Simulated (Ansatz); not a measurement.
Energy needed to pull apart CH3BO, closed shell, into free ground-state atoms, from the structure below (displaced at random from a GFN2-xTB minimum); no zero-point or spin–orbit terms; open-shell atoms are treated unrestricted, in their ground-state multiplicity.

```csv
atom,x (Å),y (Å),z (Å)
B1,-0.5301,0.1370,-0.6027
C2,0.5480,0.0554,0.6418
O3,1.5055,0.6839,1.0906
H4,-0.2113,-0.6019,-1.7980
H5,-1.5641,0.4754,-0.4622
H6,0.2943,-0.9436,0.9905
```

Computed with Ansatz 0.2.0 (basis: def2-TZVPP); correlated methods freeze the cores.

```csv
method,atomization energy (kJ/mol)
SPW92,2528
PBE-D4,2259
r2SCAN-D4,2197
PBE0-D4,2187
r2SCAN0-D4,2138
wB97M-V,?
HF,1551
MP2,?
CCSD,2076
CCSD(T),2116
```

**Question.** What does wB97M-V give? (Judge from chemistry; the value comes from the calculation.)

**Answer.** By the calculation: 2189 kJ/mol, which is about 73 kJ/mol more than CCSD(T)/def2-TZVPP.

**Question.** What does MP2 give? (Judge from chemistry; the value comes from the calculation.)

**Answer.** The calculation gives: 2168 kJ/mol, which is about 52 kJ/mol more than CCSD(T)/def2-TZVPP.

In triple zeta the MP2 and coupled-cluster atomization energies are still short of their basis limit by a few kcal/mol a bond, whereas those of the functionals are nearly converged, so these differences are not deviations from converged CCSD(T).

No T1 diagnostic of these runs exceeds 0.018.

For scale, one of the runs: CCSD(T)/def2-TZVPP forces, 135 basis functions (an equivalent command: `ansatz run in.yaml --threads 4`). The run took 24 s on 4 CPU threads (shared host), with 1.4 GiB of host memory at its peak.
